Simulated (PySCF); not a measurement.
# CCSDT/STO-6G run of NaF (SMILES [F][Na])

Aim: the vertical singlet–triplet gap of NaF at CCSDT/STO-6G, from 2 runs. The job is set up through a Python script.

The calculation is run with PySCF 2.14.0.

7 further runs of the same task are left out: 7 set aside as unsound or not needed.

## 1. Starting point

The species is NaF (2 atoms), meant as a singlet with charge 0. SMILES: `[F][Na]`. The shape is that of a PBE0-D4/def2-TZVP optimisation.

Bond lengths: F1–Na2 1.922 Å.

## 2. A single-point energy at CCSDT/STO-6G

File input.py:

```python
from pyscf import gto, scf, cc

molecule = gto.M(
    atom='''
F     -1.519529     0.453723    -0.798220
Na     1.575276    -0.567485     0.805968
''',
    unit='bohr',
    verbose=4,
    max_memory=1860,
    spin=0,
    charge=0,
    basis='sto-6g',
)

myscf = scf.RHF(molecule)
myscf.conv_tol = 1e-10
myscf.kernel()
if not myscf.converged:
    myscf = myscf.newton().run(myscf.mo_coeff, myscf.mo_occ)

mycc = cc.CCSDT(myscf, frozen=2)
mycc.kernel()
energy = mycc.e_tot
print('Final energy', energy)
```

On the command line:

```bash
OMP_NUM_THREADS=1 python input.py
```

The program printed:

```text
PySCF version 2.14.0

[INPUT] num. atoms = 2
[INPUT] num. electrons = 20
[INPUT] charge = 0
[INPUT] spin (= nelec alpha-beta = 2S) = 0
[INPUT] symmetry False subgroup None
[INPUT] Mole.unit = bohr
[INPUT] Symbol           X                Y                Z      unit          X                Y                Z       unit  Magmom
[INPUT]  1 F     -0.804100118132   0.240099871670  -0.422399833301 AA   -1.519529000000   0.453723000000  -0.798220000000 Bohr   0.0
[INPUT]  2 Na     0.833600160109  -0.300300129539   0.426499898331 AA    1.575276000000  -0.567485000000   0.805968000000 Bohr   0.0

nuclear repulsion = 27.2549419327959
number of shells = 8
number of NR pGTOs = 84
number of NR cGTOs = 14
basis = sto-6g
ecp = {}

******** <class 'pyscf.scf.hf.RHF'> ********
method = RHF
initial guess = minao
damping factor = 0
level_shift factor = 0
DIIS = <class 'pyscf.scf.diis.CDIIS'>
diis_start_cycle = 1
diis_space = 8
diis_damp = 0
SCF conv_tol = 1e-10
SCF conv_tol_grad = None
SCF max_cycles = 50
direct_scf = True
direct_scf_tol = 1e-13
Set gradient conv threshold to 1e-05
Initial guess from minao.
init E= -259.626883769243
  HOMO = -0.67508820443751  LUMO = 0.238557519463818  gap/eV = 24.86157
cycle= 1 E= -260.062274923139  delta_E= -0.435  |g|= 0.301  |ddm|= 1.05
  HOMO = 0.0317077959093484  LUMO = 0.414907011542849  gap/eV = 10.42738
cycle= 2 E= -260.11936546422  delta_E= -0.0571  |g|= 0.0666  |ddm|= 0.709
  HOMO = -0.0900244796715406  LUMO = 0.449626963305384  gap/eV = 14.68466
cycle= 3 E= -260.12110650602  delta_E= -0.00174  |g|= 0.0163  |ddm|= 0.0987
  HOMO = -0.103981955292113  LUMO = 0.44880535067912  gap/eV = 15.04211
cycle= 4 E= -260.121295647243  delta_E= -0.000189  |g|= 0.00518  |ddm|= 0.039
  HOMO = -0.103177937909436  LUMO = 0.448949421266155  gap/eV = 15.02415
cycle= 5 E= -260.121322830546  delta_E= -2.72e-05  |g|= 0.000428  |ddm|= 0.0195
  HOMO = -0.103446350722904  LUMO = 0.449026887020313  gap/eV = 15.03356
cycle= 6 E= -260.121323026732  delta_E= -1.96e-07  |g|= 9.7e-05  |ddm|= 0.00175
  HOMO = -0.103438276621293  LUMO = 0.449017483908233  gap/eV = 15.03309
cycle= 7 E= -260.121323031661  delta_E= -4.93e-09  |g|= 1.27e-05  |ddm|= 0.000224
  HOMO = -0.10344939998231  LUMO = 0.449020421985666  gap/eV = 15.03347
cycle= 8 E= -260.121323031792  delta_E= -1.31e-10  |g|= 1.68e-06  |ddm|= 4.54e-05
  HOMO = -0.103449006131455  LUMO = 0.449020141477245  gap/eV = 15.03345
cycle= 9 E= -260.121323031793  delta_E= -1.02e-12  |g|= 1.75e-07  |ddm|= 3.72e-06
  HOMO = -0.103449032946151  LUMO = 0.449020153197903  gap/eV = 15.03345
Extra cycle  E= -260.121323031793  delta_E= -2.27e-13  |g|= 5.13e-08  |ddm|= 4.06e-07
converged SCF energy = -260.121323031793

******** <class 'pyscf.cc.rccsdt.RCCSDT'> ********
RCCSDT nocc = 8, nmo = 12
Allocating only the i<=j<=k part of the T3 amplitude in memory
frozen orbitals 2
max_cycle = 50
conv_tol = 1e-07
conv_tol_normt = 1e-06
diis with the T3 amplitude
diis_space = 6
diis_start_cycle = 0
diis_start_energy_diff = 1e+09
einsum_backend: numpy
_make_eris_incore_RCCSDT
blksize  8    blksize_oovv  4    blksize_oooo  4    blksize_vvvv  1

WARN: A large `blksize` is being used, which may cause large memory consumption
      for storing contraction intermediates. If memory is sufficient, consider using
      `pyscf.cc.rccsdt_highm.RCCSDT` instead.

Approximate memory usage estimate
    T3 memory                60.0 KB
    R3 memory                60.0 KB
    Symmetrized T3 memory    36.0 KB
    ERIs memory               162 KB
    T1-ERIs memory            162 KB
    Intermediates memory      162 KB
    Block workspace          96.0 KB
    T3 einsum buffer         96.0 KB
Total estimated memory        834 KB
Init t2, MP2 energy = -260.174399731553  E_corr(MP2) -0.053076699760
Init E_corr(RCCSDT) = -0.0530766997600423
cycle =  1  E_corr(RCCSDT) = -0.052961201629  dE =  1.154981314793e-04  norm(d tamps) = 4.15987688e-02
cycle =  2  E_corr(RCCSDT) = -0.059049759400  dE = -6.088557771187e-03  norm(d tamps) = 2.59790785e-02
cycle =  3  E_corr(RCCSDT) = -0.058609181690  dE =  4.405777099028e-04  norm(d tamps) = 1.94385443e-02
cycle =  4  E_corr(RCCSDT) = -0.059723017919  dE = -1.113836229453e-03  norm(d tamps) = 7.82695665e-03
cycle =  5  E_corr(RCCSDT) = -0.060137494355  dE = -4.144764353907e-04  norm(d tamps) = 3.14640929e-03
cycle =  6  E_corr(RCCSDT) = -0.060145411268  dE = -7.916913617345e-06  norm(d tamps) = 1.05451955e-03
cycle =  7  E_corr(RCCSDT) = -0.060081006201  dE =  6.440506692650e-05  norm(d tamps) = 5.47260845e-04
cycle =  8  E_corr(RCCSDT) = -0.060067415542  dE =  1.359065895816e-05  norm(d tamps) = 1.71756816e-04
cycle =  9  E_corr(RCCSDT) = -0.060072669888  dE = -5.254345885448e-06  norm(d tamps) = 8.26949506e-05
cycle = 10  E_corr(RCCSDT) = -0.060074814002  dE = -2.144113968150e-06  norm(d tamps) = 2.39374565e-05
cycle = 11  E_corr(RCCSDT) = -0.060074835574  dE = -2.157145870263e-08  norm(d tamps) = 1.15592770e-05
cycle = 12  E_corr(RCCSDT) = -0.060074890368  dE = -5.479392412022e-08  norm(d tamps) = 5.13347125e-06
cycle = 13  E_corr(RCCSDT) = -0.060075001892  dE = -1.115246095473e-07  norm(d tamps) = 4.21945039e-06
cycle = 14  E_corr(RCCSDT) = -0.060074969608  dE =  3.228395961674e-08  norm(d tamps) = 1.11094621e-06
cycle = 15  E_corr(RCCSDT) = -0.060074936569  dE =  3.303910677682e-08  norm(d tamps) = 5.74509158e-07
RCCSDT converged
E(RCCSDT) = -260.1813979683623   E_corr = -0.06007493656920245
E_corr(same-spin) = -0.0139413442980013
E_corr(oppo-spin) = -0.0461335922712011
Final energy -260.18139796836226
```

It took 2 s on 1 thread of Intel Xeon Platinum 8259CL at 2.50GHz (Skylake/Cascade Lake), shared host; peak memory 0.1 GiB.

## 3. The triplet at the same level

File input.py:

```python
from pyscf import gto, scf, cc

mol = gto.M(
    atom='''
F     -1.519529     0.453723    -0.798220
Na     1.575276    -0.567485     0.805968
''',
    verbose=3,
    spin=2,
    max_memory=1860,
    unit='bohr',
    basis='sto-6g',
)

mf = scf.UHF(mol)
mf.conv_tol = 1e-10
mf.kernel()
if not mf.converged:
    mf = mf.newton().run(mf.mo_coeff, mf.mo_occ)

mycc = cc.CCSDT(mf, frozen=2)
mycc.kernel()
e_final = mycc.e_tot
print(f'total energy: {e_final:.8f} hartree')
```

On the command line:

```bash
OMP_NUM_THREADS=1 python input.py
```

The program printed:

```text
WARN: HOMO 0.238557519463818 >= LUMO -0.67508820443751

converged SCF energy = -259.926892126271  <S^2> = 2.000487  2S+1 = 3.0003246
_make_eris_incore_UCCSDT

WARN: A large `blksize_v_aaa` is being used, which may cause large memory consumption
      for storing contraction intermediates. If memory is sufficient, consider using
      `pyscf.cc.uccsdt_highm.UCCSDT` instead.

WARN: A large `blksize_v_aab` is being used, which may cause large memory consumption
      for storing contraction intermediates. If memory is sufficient, consider using
      `pyscf.cc.uccsdt_highm.UCCSDT` instead.

UCCSDT converged
E(UCCSDT) = -259.9708201357494   E_corr = -0.04392800947873965
E_corr(same-spin) = -0.0116268808051089
E_corr(oppo-spin) = -0.0323011286736308
total energy: -259.97082014 hartree
```

Run time: 2.6 s. Hardware: 1 thread of Intel Xeon Platinum 8259CL at 2.50GHz (Skylake/Cascade Lake), shared host; peak memory 0.11 GiB.

## 4. Results

Level: CCSDT/STO-6G, 2 core orbitals frozen.

| quantity | value |
| --- | --- |
| singlet: total energy | -260.18140 Eh |
| singlet: dipole moment (Hartree–Fock density) | 7.01 D |
| singlet: HOMO energy (Hartree–Fock orbitals) | -2.81 eV |
| singlet: LUMO energy (Hartree–Fock orbitals) | 12.22 eV |
| singlet: HOMO–LUMO gap (Hartree–Fock orbitals) | 15.03 eV |
| singlet: correlation energy (2 core orbitals frozen) | -60.1 mEh |
| singlet: T1 diagnostic | 0.015 |
| triplet: total energy | -259.97082 Eh |
| triplet: dipole moment (Hartree–Fock density) | 1.46 D |
| triplet: correlation energy (2 core orbitals frozen) | -43.9 mEh |
| triplet: ⟨S²⟩ of the reference determinant | 2.000 |
| triplet: T1 diagnostic | 0.004 |
| vertical energy of the triplet above the singlet | 5.730 eV |

What this shows: At this shape the triplet lies 5.73 eV (132 kcal/mol) above the singlet. In a minimal basis such a difference can be off by several eV, whatever the method.
